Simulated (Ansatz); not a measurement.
Species: AlF$_{2}$, net charge 0, doublet state. SMILES: [F][Al][F]
Geometry from a B3LYP-D3(BJ)/def2-TZVP (Ansatz, a program for electronic structure) optimisation:
```xyz
3

Al    -0.0022     0.4808     0.0049
F      1.4323    -0.3405    -0.0081
F     -1.4291    -0.3540     0.0011
```
Charge 0, spin multiplicity 2.

Wanted: enthalpy of formation at 298 K, in kcal/mol. Set-up: no spin-orbit coupling; dispersion terms only where a functional's name holds one; non-relativistic; open shells spin-unrestricted; frozen cores in correlated levels. Basis-set limits of correlation are two-point, X^-3; Hartree-Fock from the larger set. First-principles rows: single points at B3LYP-D3(BJ) geometries (Ansatz), with unscaled harmonic terms from B3LYP/6-31G* at its own minima, enthalpies of formation by atomisation with measured atoms.

```json
[
 {"species": "[F][Al][F]", "coefficient": "+1", "E at HF/STO-3G (Ansatz), Eh": "-435.10221", "E at wB97X-V/def2-TZVPD (Ansatz), Eh": "-442.21187", "H(298 K) - E, kcal/mol": "5.54"},
 {"species": "Al atom", "coefficient": "-1", "E at HF/STO-3G (Ansatz), Eh": "-238.85836", "E at wB97X-V/def2-TZVPD (Ansatz), Eh": "-242.31706", "H(298 K) - E, kcal/mol": "-"},
 {"species": "F atom", "coefficient": "-2", "E at HF/STO-3G (Ansatz), Eh": "-97.98651", "E at wB97X-V/def2-TZVPD (Ansatz), Eh": "-99.73522", "H(298 K) - E, kcal/mol": "-"}
]
```

The atoms take no thermal term, since their enthalpies of formation at 0 K are used: the result is the sum of coefficient times E, plus the molecule's thermal term, plus number times (enthalpy of formation minus H(298) - H(0)) over the atoms. Measured values of the atoms (G2/97 table in ASE), kcal/mol:

```json
[
 {"atom": "Al", "number": "1", "enthalpy of formation of the gas at 0 K": "78.23", "H(298) - H(0) of the element's standard state": "1.08"},
 {"atom": "F", "number": "2", "enthalpy of formation of the gas at 0 K": "18.47", "H(298) - H(0) of the element's standard state": "1.05"}
]
```

Coupled cluster (Ansatz) is a level with limits of its own, used here on species with T1 under 0.025 (0.045 for open shells) and stable references: CCSD(T)/CBS(cc-pV(T+d)Z,cc-pV(Q+d)Z). Value to compare with, CCSD(T)/CBS(cc-pV(T+d)Z,cc-pV(Q+d)Z) (Ansatz): -154.9 kcal/mol. 1 Eh = 627.5095 kcal/mol.

Q: Work the quantity out at each level, and compare with CCSD(T)/CBS(cc-pV(T+d)Z,cc-pV(Q+d)Z) (Ansatz).

A: 
- HF/STO-3G: the sum of coefficient times E is -0.27083 Eh, or -169.95 kcal/mol; the thermal terms add 5.54; the atoms' measured terms add 111.99. Result: -52.4 kcal/mol. Its difference against CCSD(T)/CBS(cc-pV(T+d)Z,cc-pV(Q+d)Z) (Ansatz) is 102.5 kcal/mol.
- wB97X-V/def2-TZVPD: the sum of coefficient times E is -0.42437 Eh, or -266.30 kcal/mol; the thermal terms add 5.54; the atoms' measured terms add 111.99. Result: -148.8 kcal/mol. Its difference against CCSD(T)/CBS(cc-pV(T+d)Z,cc-pV(Q+d)Z) (Ansatz) is 6.1 kcal/mol.
